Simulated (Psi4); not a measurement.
# C2H4Si (ethynylsilane): B3LYP/6-31G(d) (Cartesian functions)

What is the vertical singlet–triplet gap of C2H4Si (ethynylsilane) at B3LYP/6-31G* (Cartesian functions)? 

The calculation is run with Psi4 1.11.

### Step 1. Starting point

C2H4Si has 7 atoms, charge 0, and is taken as a singlet. As SMILES, `C#C[SiH3]`. Geometry: relaxed at PBE0-D4/def2-TZVP.

Bond lengths: C1–C2 1.206 Å, C2–Si3 1.823 Å, C1–H4 1.066 Å, Si3–H5 1.483 Å, Si3–H6 1.483 Å, Si3–H7 1.483 Å. Angles: C1–C2–Si3 180.0°, C2–C1–H4 180.0°, C2–Si3–H5 109.3°, C2–Si3–H6 109.3°, C2–Si3–H7 109.3°, H5–Si3–H6 109.6°, H5–Si3–H7 109.6°, H6–Si3–H7 109.6°.

### Step 2. Energy and forces at B3LYP/6-31G(d) (Cartesian functions)

calc.py reads:

```python
import psi4

psi4.set_memory(1600000000)
psi4.set_num_threads(1)
psi4.core.set_output_file('output.dat', False)

geom = psi4.geometry("""
0 1
C     -0.580700    -1.871400     0.172200
C     -0.218500    -0.726500     0.062400
Si     0.329800     1.004300    -0.103800
H     -0.901000    -2.883500     0.269300
H     -0.094500     1.528300    -1.425000
H     -0.281700     1.818100     0.974900
H      1.807900     1.062900     0.004400
units angstrom
symmetry c1
""")

psi4.set_options({
    'basis': '6-31G*',
    'puream': False,
    'e_convergence': 1e-09,
    'd_convergence': 1e-08,
    'scf_type': 'pk',
    'dft_radial_points': 99,
    'dft_spherical_points': 590,
})

e_tot, wfn = psi4.gradient("b3lyp", molecule=geom, return_wfn=True)
psi4.oeprop(wfn, "MULLIKEN_CHARGES", "WIBERG_LOWDIN_INDICES", "QUADRUPOLE")
print('gradient / Eh bohr^-1')
print(e_tot.np.round(6))
print(f'energy = {wfn.energy():.10f} Eh')
```

On the command line:

```bash
$ python calc.py
```

output.dat:

```text
[...]
  Running in c1 symmetry.
[...]
  Nuclear repulsion =   83.047890735857266
[...]
  Multiplicity = 1
[...]
  Nalpha       = 15
  Nbeta        = 15
[...]
    Number of basis functions: 57
[...]
   @RKS iter   1:  -367.86986444712898   -4.85525e-01   9.31264e-03 ADIIS/DIIS
[...]
   @RKS iter  10:  -368.03911203334161   -1.53477e-12   1.90485e-09 DIIS
[...]
  @RKS Final Energy:  -368.03911203334161
   => Energetics <=
    Nuclear Repulsion Energy =             83.0478907358572656
    One-Electron Energy =                -670.3926637656394405
    Two-Electron Energy =                 246.0936363105623172
    DFT Exchange-Correlation Energy =     -26.7879753141217982
    Empirical Dispersion Energy =           0.0000000000000000
    VV10 Nonlocal Energy =                  0.0000000000000000
    Total Energy =                       -368.0391120333416097
[...]
  -Total Gradient:
     Atom            X                  Y                   Z
    ------   -----------------  -----------------  -----------------
       1        0.004637179786     0.014636265582    -0.001405914915
       2       -0.004364900283    -0.013754383533     0.001321113555
       3        0.000338509924     0.001027345965    -0.000058469296
       4        0.000445610474     0.001405542774    -0.000134821408
       5       -0.000216435945    -0.001109887571     0.000400712370
       6       -0.000155767696    -0.001200808599    -0.000188562617
       7       -0.000683854858    -0.001003626970     0.000066607629
[...]
 Multipole Moments:
 ------------------------------------------------------------------------------------
     Multipole            Electronic (a.u.)      Nuclear  (a.u.)        Total (a.u.)
 ------------------------------------------------------------------------------------
 L = 1.  Multiply by 2.5417464519 to convert [e a0] to [Debye]
 Dipole X            :         -0.5478881            0.4931733           -0.0547147
 Dipole Y            :         -1.7293197            1.5559807           -0.1733390
 Dipole Z            :          0.1663863           -0.1496803            0.0167059
 Magnitude           :                                                    0.1825355
 L = 2.  Multiply by 1.3450342976 to convert [e a0^2] to [Debye ang]
 Quadrupole XX       :        -48.3617259           28.5656377          -19.7960882
 Quadrupole XY       :        -55.6529945           57.0658800            1.4128854
[...]
  Mulliken Charges: (a.u.)
   Center  Symbol    Alpha    Beta     Spin     Total
       1     C     3.06902  3.06902  0.00000 -0.13803
       2     C     3.06934  3.06934  0.00000 -0.13868
       3    SI     6.86586  6.86586  0.00000  0.26829
       4     H     0.40263  0.40263  0.00000  0.19473
       5     H     0.53106  0.53106  0.00000 -0.06212
       6     H     0.53105  0.53105  0.00000 -0.06209
       7     H     0.53105  0.53105  0.00000 -0.06210
   Total alpha = 15.00000, Total beta = 15.00000, Total charge = -0.00000
  Wiberg Bond Indices using Orthogonal Lowdin Orbitals:
[...]
```

On the terminal:

```text
gradient / Eh bohr^-1
[[ 4.6370e-03  1.4636e-02 -1.4060e-03]
 [-4.3650e-03 -1.3754e-02  1.3210e-03]
 [ 3.3900e-04  1.0270e-03 -5.8000e-05]
 [ 4.4600e-04  1.4060e-03 -1.3500e-04]
 [-2.1600e-04 -1.1100e-03  4.0100e-04]
 [-1.5600e-04 -1.2010e-03 -1.8900e-04]
 [-6.8400e-04 -1.0040e-03  6.7000e-05]]
energy = -368.0391120333 Eh
```

Wall time 11 s (1 thread of AMD EPYC 7R43 (Zen 3), shared host); peak memory 0.8 GiB.

### Step 3. The triplet: the energy at UB3LYP/6-31G(d) (Cartesian functions)

input.dat reads:

```
memory 1.6 GB

molecule system {
  0 3
  C     -0.580700    -1.871400     0.172200
  C     -0.218500    -0.726500     0.062400
  Si     0.329800     1.004300    -0.103800
  H     -0.901000    -2.883500     0.269300
  H     -0.094500     1.528300    -1.425000
  H     -0.281700     1.818100     0.974900
  H      1.807900     1.062900     0.004400
  symmetry c1
  no_reorient
  no_com
}

set reference uks
set puream false
set e_convergence 1e-09
set d_convergence 1e-08
set scf_type pk
set dft_radial_points 99
set dft_spherical_points 590
set maxiter 100

energy('b3lyp/6-31G*')
```

On the command line:

```bash
$ psi4 -n 1 input.dat output.dat
```

output.dat:

```text
[...]
  Running in c1 symmetry.
[...]
  Nuclear repulsion =   83.047890735857266
[...]
  Multiplicity = 3
[...]
  Nalpha       = 16
  Nbeta        = 14
[...]
    Number of basis functions: 57
[...]
   @UKS iter   1:  -367.46934309264537   -8.50040e-02   1.24465e-02 ADIIS/DIIS
[...]
   @UKS iter  41:  -367.84348419579584   -2.27374e-13   4.46083e-09 DIIS
[...]
   @S^2 Observed:                2.005499858E+00
[...]
    Orbital Energies [Eh]
    ---------------------
    Alpha Occupied:
       1A    -66.132902     2A    -10.216400     3A    -10.208611
       4A     -5.283148     5A     -3.642051     6A     -3.641467
       7A     -3.641083     8A     -0.805645     9A     -0.591468
      10A     -0.537521    11A     -0.410854    12A     -0.386571
      13A     -0.362619    14A     -0.340284    15A     -0.311985
      16A     -0.096283
    Alpha Virtual:
      17A     -0.004492    18A      0.041759    19A      0.098095
      20A      0.107621    21A      0.111266    22A      0.130702
      23A      0.197652    24A      0.235464    25A      0.238449
[...]
  @UKS Final Energy:  -367.84348419579584
   => Energetics <=
    Nuclear Repulsion Energy =             83.0478907358572656
    One-Electron Energy =                -670.0165780020657849
    Two-Electron Energy =                 245.9384146729736642
    DFT Exchange-Correlation Energy =     -26.8132116025609868
    Empirical Dispersion Energy =           0.0000000000000000
    VV10 Nonlocal Energy =                  0.0000000000000000
    Total Energy =                       -367.8434841957958383
[...]
 Multipole Moments:
 ------------------------------------------------------------------------------------
     Multipole            Electronic (a.u.)      Nuclear  (a.u.)        Total (a.u.)
 ------------------------------------------------------------------------------------
 L = 1.  Multiply by 2.5417464519 to convert [e a0] to [Debye]
 Dipole X            :         -0.7849668            0.6665064           -0.1184604
 Dipole Y            :         -0.4054450           -0.0026456           -0.4080906
 Dipole Z            :          0.4442103           -0.4195192            0.0246911
 Magnitude           :                                                    0.4256530
[...]
```

Wall time 46 s (1 thread of AMD EPYC 7R43 (Zen 3), shared host); peak memory 0.81 GiB.

### Step 4. What came out

Level: B3LYP/6-31G* (Cartesian functions).

```
                                        quantity          value
                           singlet: total energy  -368.03911 Eh
                          singlet: dipole moment         0.46 D
                            singlet: HOMO energy       -7.71 eV
                            singlet: LUMO energy        0.24 eV
                          singlet: HOMO–LUMO gap        7.96 eV
               singlet: largest force on an atom     0.793 eV/Å
                           triplet: total energy  -367.84348 Eh
                          triplet: dipole moment         1.08 D
     triplet: HOMO energy (highest over α and β)       -2.62 eV
                                   triplet: ⟨S²⟩          2.006
vertical energy of the triplet above the singlet       5.323 eV
```

What this shows: At this shape the triplet lies 5.32 eV (123 kcal/mol) above the singlet. The largest force (singlet) is 0.79 eV/Å: the shape isn't a stationary point for this species at this level.
